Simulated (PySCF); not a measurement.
**Al: electron affinity**

Al⁻ [Ne] 3s2 3p2 (3P) → Al [Ne] 3s2 3p1 (2P), as a difference of total energies. All numbers are calculated (PySCF 2.14, the spin-free X2C one-electron Hamiltonian (Gaussian nucleus), in aug-cc-pCVTZ-DK with one added diffuse shell each of s, p, d, f type (9s8p6d4f, 91 functions)). Correlated levels: valence: [Ne] frozen. The calculations carry no spin-orbit coupling.

| method | electron affinity (eV) | error (eV) |
| --- | --- | --- |
| UHF | 0.012 | -0.421 |
| MP2 (valence) | 0.360 | -0.073 |
| SCS-MP2 (valence) | 0.259 | -0.174 |
| CCSD (valence) | 0.371 | -0.062 |
| CCSD(T) (valence) | 0.421 | -0.012 |

Reference: 0.433 eV (measured; photodetachment measurements, as compiled on the Wikipedia data page of electron affinities).

Errors of the correlated levels include the incompleteness of this basis and the frozen core.
